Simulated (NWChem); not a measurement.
System: O3 anion, doublet

Here is an NWChem input.

```
start job
memory heap 200 mb stack 900 mb global 1100 mb
charge -1
geometry units angstroms noautoz
  O     -1.135102     0.000000    -0.238988
  O      0.000000     0.000000     0.477976
  O      1.135102     0.000000    -0.238988
end
basis spherical
  * library aug-cc-pvdz
end
dft
  odft
  mult 2
  xc hfexch
  iterations 150
  mulliken
end
task dft energy
```

Output (shortened):

```
             Northwest Computational Chemistry Package (NWChem) 7.3.0
             --------------------------------------------------------

 C2V symmetry detected

                             Geometry "geometry" -> ""
                             -------------------------

 Output coordinates in angstroms (scale by  1.889725989 to convert to a.u.)

  No.       Tag          Charge          X              Y              Z
 ---- ---------------- ---------- -------------- -------------- --------------
    1 O                    8.0000    -1.13510200     0.00000000    -0.23898800
    2 O                    8.0000     0.00000000     0.00000000     0.47797600
    3 O                    8.0000     1.13510200     0.00000000    -0.23898800

 Effective nuclear repulsion energy (a.u.)      65.3697110344

      Symmetry information
      --------------------

 Group name             C2v
 Group number             16
 Group order               4
 No. of unique centers     2

  xc_inp: hfexch multiplicative factor not found.

                                 NWChem DFT Module
                                 -----------------

 Summary of "ao basis" -> "ao basis" (spherical)
 ------------------------------------------------------------------------------
       Tag                 Description            Shells   Functions and Types
 ---------------- ------------------------------  ------  ---------------------
 O                        aug-cc-pvdz                9       23   4s3p2d

      Symmetry analysis of basis
      --------------------------

        a1         27
        a2          9
        b1         21
        b2         12

            General Information
            -------------------
          SCF calculation type: DFT
          Wavefunction type:  spin polarized.
          No. of atoms     :     3
          No. of electrons :    25
           Alpha electrons :    13
            Beta electrons :    12
          Charge           :    -1
          Spin multiplicity:     2
          Use of symmetry is: on ; symmetry adaption is: on
          Maximum number of iterations: 150
          AO basis - number of functions:    69
                     number of shells:    27
          Convergence on energy requested:  1.00D-06
          Convergence on density requested:  1.00D-05
          Convergence on gradient requested:  5.00D-04

              XC Information
              --------------
                     Hartree-Fock (Exact) Exchange  1.000

      Superposition of Atomic Density Guess
      -------------------------------------

 Sum of atomic energies:        -224.30044408

 Renormalizing density from      24.00 to     25

      Non-variational initial energy
      ------------------------------

 Total energy =    -229.811517
 1-e energy   =    -458.064874
 2-e energy   =     162.883646
 HOMO         =       0.255559
 LUMO         =       0.298967

   Symmetry analysis of molecular orbitals - initial alpha
   -------------------------------------------------------

  Numbering of irreducible representations:

     1 a1          2 a2          3 b1          4 b2

  Orbital symmetries:

     1 b1          2 a1          3 a1          4 a1          5 b1
     6 a1          7 b1          8 a1          9 b2         10 a2
    11 b1         12 a1         13 b2         14 b1         15 a1
    16 a1         17 b2         18 a1         19 b1         20 a2
    21 b2         22 b1         23 a1

   Symmetry analysis of molecular orbitals - initial beta
   ------------------------------------------------------

  Numbering of irreducible representations:

     1 a1          2 a2          3 b1          4 b2

  Orbital symmetries:

     1 b1          2 a1          3 a1          4 a1          5 b1
     6 a1          7 b1          8 a1          9 b2         10 a2
    11 b1         12 a1         13 b2         14 b1         15 a1
    16 a1         17 b2         18 a1         19 b1         20 a2
    21 b2         22 b1         23 a1

     ---------------------------------------------
      Total Density - Mulliken Population Analysis
     ---------------------------------------------

    Atom       Charge   Shell Charges
 -----------   ------   -------------------------------------------------------
    1 O    8     8.81   2.01  0.81  1.05  0.04  2.47  1.96  0.46  0.01  0.00
    2 O    8     7.38   2.01  0.77  0.96  0.18  1.95  1.45  0.02  0.03  0.02
    3 O    8     8.81   2.01  0.81  1.05  0.04  2.47  1.96  0.46  0.01  0.00

     --------------------------------------------
      Spin Density - Mulliken Population Analysis
     --------------------------------------------

    Atom       Charge   Shell Charges
 -----------   ------   -------------------------------------------------------
    1 O    8     0.27   0.00  0.00  0.00  0.00  0.10  0.07  0.10  0.00  0.00
    2 O    8     0.45   0.00  0.00  0.00  0.00  0.27  0.18 -0.00  0.00 -0.00
    3 O    8     0.27   0.00  0.00  0.00  0.00  0.10  0.07  0.10  0.00  0.00

   convergence    iter        energy       DeltaE   RMS-Dens  Diis-err
 ---------------- ----- ----------------- --------- --------- ---------
 d= 0,ls=0.0,diis     1   -223.9753493985 -2.89D+02  2.22D-02  1.08D+00
                                                     1.28D-02  8.26D-01
 d= 0,ls=0.0,diis     2   -224.2075738119 -2.32D-01  4.11D-03  5.02D-01
                                                     4.43D-03  5.63D-01
 d= 0,ls=0.0,diis     3   -224.3871663295 -1.80D-01  1.52D-03  1.74D-02
                                                     1.17D-03  2.00D-02
 d= 0,ls=0.0,diis     4   -224.3952204448 -8.05D-03  1.50D-03  1.94D-03
                                                     8.95D-04  2.62D-03
 d= 0,ls=0.0,diis     5   -224.3978878415 -2.67D-03  6.97D-04  4.74D-04
                                                     4.85D-04  3.02D-04
  Resetting Diis
 d= 0,ls=0.0,diis     6   -224.3987231903 -8.35D-04  2.98D-04  9.24D-05
                                                     2.76D-04  9.07D-05
 d= 0,ls=0.0,diis     7   -224.3990351009 -3.12D-04  9.83D-05  4.70D-05
                                                     8.21D-05  3.44D-05
 d= 0,ls=0.0,diis     8   -224.3991058159 -7.07D-05  1.26D-04  2.00D-05
                                                     1.40D-04  3.32D-05
 d= 0,ls=0.0,diis     9   -224.3991892338 -8.34D-05  3.09D-04  3.42D-05
                                                     2.68D-04  8.36D-06
 d= 0,ls=0.0,diis    10   -224.3992767851 -8.76D-05  4.40D-05  7.84D-07
                                                     3.24D-05  1.48D-06
 d= 0,ls=0.0,diis    11   -224.3992796480 -2.86D-06  1.84D-05  2.57D-07
                                                     1.43D-05  3.89D-07
 d= 0,ls=0.0,diis    12   -224.3992803469 -6.99D-07  1.27D-05  7.00D-08
                                                     1.26D-05  1.64D-07
 d= 0,ls=0.0,diis    13   -224.3992806865 -3.40D-07  7.41D-06  1.81D-08
                                                     1.13D-05  5.71D-08
 d= 0,ls=0.0,diis    14   -224.3992808274 -1.41D-07  3.14D-06  2.98D-09
                                                     6.26D-06  9.75D-09

         Total DFT energy =     -224.399280827438
      One electron energy =     -446.642394381016
           Coulomb energy =      181.562502897026
    Exchange-Corr. energy =      -24.689100377833
 Nuclear repulsion energy =       65.369711034385

 Numeric. integr. density =        0.000000000000

                  Occupations of the irreducible representations
                  ----------------------------------------------

                     irrep           alpha         beta
                     --------     --------     --------
                     a1                6.0          6.0
                     a2                1.0          1.0
                     b1                4.0          4.0
                     b2                2.0          1.0

                    DFT Final Alpha Molecular Orbital Analysis
                    ------------------------------------------

 Vector   11  Occ=1.000000D+00  E=-2.216763D-01  Symmetry=a1
              MO Center=  1.7D-12,  1.4D-16, -1.6D-01, r^2= 1.8D+00
   Bfn.  Coefficient  Atom+Function         Bfn.  Coefficient  Atom+Function
  ----- ------------  ---------------      ----- ------------  ---------------
     7      0.412543  1 O  pz                53      0.412543  3 O  pz
    30     -0.305137  2 O  pz                10      0.299930  1 O  pz
    56      0.299930  3 O  pz                33     -0.205993  2 O  pz
    27     -0.154988  2 O  s                 26     -0.128894  2 O  s
    13      0.084876  1 O  pz                59      0.084876  3 O  pz

 Vector   12  Occ=1.000000D+00  E=-2.211228D-01  Symmetry=b1
              MO Center= -1.7D-12, -1.9D-16, -1.7D-01, r^2= 2.1D+00
   Bfn.  Coefficient  Atom+Function         Bfn.  Coefficient  Atom+Function
  ----- ------------  ---------------      ----- ------------  ---------------
     5      0.330166  1 O  px                 7     -0.329764  1 O  pz
    51      0.330166  3 O  px                53      0.329764  3 O  pz
    10     -0.249239  1 O  pz                56      0.249239  3 O  pz
     8      0.232483  1 O  px                54      0.232483  3 O  px
    28     -0.107685  2 O  px                31     -0.084684  2 O  px

 Vector   13  Occ=1.000000D+00  E=-2.021702D-01  Symmetry=b2
              MO Center= -6.3D-15,  6.5D-17, -8.7D-02, r^2= 1.8D+00
   Bfn.  Coefficient  Atom+Function         Bfn.  Coefficient  Atom+Function
  ----- ------------  ---------------      ----- ------------  ---------------
     6      0.423132  1 O  py                52      0.423132  3 O  py
    29     -0.413101  2 O  py                 9      0.322046  1 O  py
    55      0.322046  3 O  py                32     -0.301071  2 O  py
    12      0.097990  1 O  py                58      0.097990  3 O  py
    35     -0.090816  2 O  py

 Vector   14  Occ=0.000000D+00  E= 2.959324D-01  Symmetry=b1
              MO Center= -2.3D-12, -1.8D-15, -5.3D-01, r^2= 1.2D+01
   Bfn.  Coefficient  Atom+Function         Bfn.  Coefficient  Atom+Function
  ----- ------------  ---------------      ----- ------------  ---------------
     4      4.924775  1 O  s                 50     -4.924775  3 O  s
    34      3.379705  2 O  px                11      1.774306  1 O  px
    57      1.774306  3 O  px                13      1.251085  1 O  pz
    59     -1.251085  3 O  pz                31      0.537125  2 O  px
    10      0.187671  1 O  pz                56     -0.187671  3 O  pz

 Vector   15  Occ=0.000000D+00  E= 3.025803D-01  Symmetry=a1
              MO Center=  2.4D-12,  1.2D-15,  5.1D-01, r^2= 1.1D+01
   Bfn.  Coefficient  Atom+Function         Bfn.  Coefficient  Atom+Function
  ----- ------------  ---------------      ----- ------------  ---------------
    27      8.628395  2 O  s                  4     -4.162921  1 O  s
    50     -4.162921  3 O  s                 36     -2.454778  2 O  pz
    11     -1.777362  1 O  px                57      1.777362  3 O  px
    13     -0.843687  1 O  pz                59     -0.843687  3 O  pz
     8     -0.241568  1 O  px                54      0.241568  3 O  px

 Vector   16  Occ=0.000000D+00  E= 3.477345D-01  Symmetry=a1
              MO Center= -2.4D-14,  1.7D-16,  3.4D-01, r^2= 8.7D+00
   Bfn.  Coefficient  Atom+Function         Bfn.  Coefficient  Atom+Function
  ----- ------------  ---------------      ----- ------------  ---------------
    36      1.459080  2 O  pz                 4      0.976706  1 O  s
    50      0.976706  3 O  s                 13     -0.548936  1 O  pz
    59     -0.548936  3 O  pz                11     -0.295408  1 O  px
    57      0.295408  3 O  px                27     -0.232927  2 O  s
    26     -0.211381  2 O  s                  3     -0.196451  1 O  s

                     DFT Final Beta Molecular Orbital Analysis
                     -----------------------------------------

 Vector   10  Occ=1.000000D+00  E=-2.072353D-01  Symmetry=b1
              MO Center= -6.4D-15, -9.9D-16, -1.7D-01, r^2= 2.1D+00
   Bfn.  Coefficient  Atom+Function         Bfn.  Coefficient  Atom+Function
  ----- ------------  ---------------      ----- ------------  ---------------
     5      0.331503  1 O  px                51      0.331503  3 O  px
     7     -0.321291  1 O  pz                53      0.321291  3 O  pz
    10     -0.247132  1 O  pz                56      0.247132  3 O  pz
     8      0.240067  1 O  px                54      0.240067  3 O  px
    28     -0.092818  2 O  px                13     -0.085209  1 O  pz

 Vector   11  Occ=1.000000D+00  E=-2.017647D-01  Symmetry=a1
              MO Center=  5.0D-15, -4.2D-16, -1.3D-01, r^2= 1.9D+00
   Bfn.  Coefficient  Atom+Function         Bfn.  Coefficient  Atom+Function
  ----- ------------  ---------------      ----- ------------  ---------------
     7      0.406716  1 O  pz                53      0.406716  3 O  pz
    30     -0.307502  2 O  pz                10      0.300846  1 O  pz
    56      0.300846  3 O  pz                33     -0.212100  2 O  pz
    27     -0.197903  2 O  s                 26     -0.151363  2 O  s
    13      0.097219  1 O  pz                59      0.097219  3 O  pz

 Vector   12  Occ=1.000000D+00  E=-1.371574D-01  Symmetry=a2
              MO Center= -2.4D-15, -7.0D-16, -2.1D-01, r^2= 2.1D+00
   Bfn.  Coefficient  Atom+Function         Bfn.  Coefficient  Atom+Function
  ----- ------------  ---------------      ----- ------------  ---------------
     6      0.422976  1 O  py                52     -0.422976  3 O  py
     9      0.337665  1 O  py                55     -0.337665  3 O  py
    12      0.143448  1 O  py                58     -0.143448  3 O  py
    42     -0.032015  2 O  d -2

 Vector   13  Occ=0.000000D+00  E= 2.968853D-01  Symmetry=b1
              MO Center=  1.3D-13, -7.3D-16, -5.2D-01, r^2= 1.2D+01
   Bfn.  Coefficient  Atom+Function         Bfn.  Coefficient  Atom+Function
  ----- ------------  ---------------      ----- ------------  ---------------
     4      4.966065  1 O  s                 50     -4.966065  3 O  s
    34      3.414605  2 O  px                11      1.779687  1 O  px
    57      1.779687  3 O  px                13      1.261207  1 O  pz
    59     -1.261207  3 O  pz                31      0.531380  2 O  px
    10      0.184324  1 O  pz                56     -0.184324  3 O  pz

 Vector   14  Occ=0.000000D+00  E= 3.038385D-01  Symmetry=a1
              MO Center= -1.5D-13,  5.0D-14,  5.6D-01, r^2= 1.1D+01
   Bfn.  Coefficient  Atom+Function         Bfn.  Coefficient  Atom+Function
  ----- ------------  ---------------      ----- ------------  ---------------
    27      8.745150  2 O  s                  4     -4.233180  1 O  s
    50     -4.233180  3 O  s                 36     -2.496557  2 O  pz
    11     -1.791736  1 O  px                57      1.791736  3 O  px
    13     -0.848214  1 O  pz                59     -0.848214  3 O  pz
     8     -0.236308  1 O  px                54      0.236308  3 O  px

 Vector   15  Occ=0.000000D+00  E= 3.124744D-01  Symmetry=b2
              MO Center=  2.0D-17, -5.2D-14, -2.6D-02, r^2= 3.6D+00
   Bfn.  Coefficient  Atom+Function         Bfn.  Coefficient  Atom+Function
  ----- ------------  ---------------      ----- ------------  ---------------
    35      1.062164  2 O  py                12     -0.736514  1 O  py
    58     -0.736514  3 O  py                29      0.416132  2 O  py
    32      0.380964  2 O  py                 6     -0.240942  1 O  py
    52     -0.240942  3 O  py                 9     -0.186788  1 O  py
    55     -0.186788  3 O  py

     ---------------------------------------------
      Total Density - Mulliken Population Analysis
     ---------------------------------------------

[...]
```

Level: UHF/aug-cc-pVDZ. In the optimisation the excess spin sits in b2 (C2v, its own frame). Geometry: optimised at B3LYP/def2-SVPD, spin-unrestricted. No stability test was run on the SCF state.
